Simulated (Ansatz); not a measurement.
Ansatz (a quantum-chemistry and plane-wave program) input:
A basis named .json is the Basis Set Exchange file of that set.

Ansatz 0.2 input:
```yaml
crystal:
  periodic: [false, false, false]
  atoms:
    - {symbol: C, position_ang: [-0.00000000, -0.00000000, -0.71905699]}
    - {symbol: N, position_ang: [0.00000000, 0.00000000, 0.41165659]}
    - {symbol: H, position_ang: [0.00000000, 0.00000000, 1.43274585]}
basis:
  gaussian:
    orbitals: def2-QZVPP.json
hamiltonian:
  xc: {name: PBE0}
total_charge: 1
magnetization: {spin_polarized: true, initial_magnetization: 1}
```

Question: Predict the final energy.

Answer: -92.88982 Eh (PBE0/def2-QZVPP). The basis has 144 functions.
